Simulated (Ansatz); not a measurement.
# AlBH+ (triplet): from Hartree-Fock to the top rungs, cc-pVDZ

An exercise on one series of results from a longer session: the logs are not shown, and one member is left open.

Program: Ansatz 0.2.0, Gaussian basis. Level of theory: cc-pVDZ, core rule «outside noble gas», up to 6 orbitals frozen. These are calculated values, not measurements.

To be run: UHF; CCSD(T) on ROHF; CCSD(T) on UHF; BCCD(T) on ROHF; CISD as a restricted active space (open shells left free, so some higher excitations enter); CCSDT(Q) on ROHF; CCSDT(Q) on UHF.

24 further runs of the same task are left out: 2 for a known fault of the program, 8 that didn't finish, 14 set aside as unsound or not needed. Runs told in other sessions of the task aren't counted.

**The geometry**

The geometry is a PBE0/def2-TZVP stationary point (not a proven minimum) of the parent state, kept for this charge and spin.

3 atoms, charge 1, spin multiplicity 3.

Atoms are counted from 1 here; the program's logs count them from 0.

Bond lengths: B1–Al2 2.120 Å, B1–H3 1.196 Å. Angles: Al2–B1–H3 167.9°.

The first run:

in.yaml

```yaml
crystal:
  periodic: [false, false, false]
  atoms:
    - {symbol: B, position_ang: [0.000000, -0.091982, 0.314337]}
    - {symbol: Al, position_ang: [0.000000, -0.033351, -1.805038]}
    - {symbol: H, position_ang: [0.000000, 0.125333, 1.490702]}
basis:
  gaussian: {orbitals: cc-pVDZ}
total_charge: 1
magnetization: {spin_polarized: true, initial_magnetization: 2}
hamiltonian: {xc: hf}
output: {orbitals: {seedname: orbitals}}
```

On the command line:

```
$ ansatz run in.yaml --threads 1 --pin off --events-out ev --progress --plain --max-ram 2393MiB
```

Among the steps run: UHF; CCSD(T) on ROHF; CCSD(T) on UHF; BCCD(T) on ROHF; CISD as a restricted active space (open shells left free, so some higher excitations enter); CCSDT(Q) on ROHF; CCSDT(Q) on UHF.

One of the session's tables, all rows but one given; the rest of the session is left out.

| method | from UCCSDT(Q) (kcal/mol) |
| --- | --- |
| ROHF | +70.38 |
| UHF | +67.27 |
| RMP2 | +19.06 |
| UMP2 | +19.27 |
| CISD | +4.89 |
| RCCSD | +2.90 |
| UCCSD | +2.72 |
| RCCSD(T) | +0.82 |
| UCCSD(T) | ? |
| BCCD(T) | +0.83 |
| RCCSDT | +0.12 |
| UCCSDT | +0.09 |
| RCCSDT(Q) | +0.02 |
| UCCSDT(Q) | 0 |

Estimate the missing values for UCCSD(T).

**Answer.** from UCCSDT(Q) (kcal/mol): +0.81. In the column «from UCCSDT(Q) (kcal/mol)» it lies between RCCSDT (+0.12) and RCCSD(T) (+0.82).

Limits of these values: Restricted and unrestricted rows rest on different reference determinants; a gap between their highest levels can come from leftover correlation error, from unlike frozen cores or from another state.
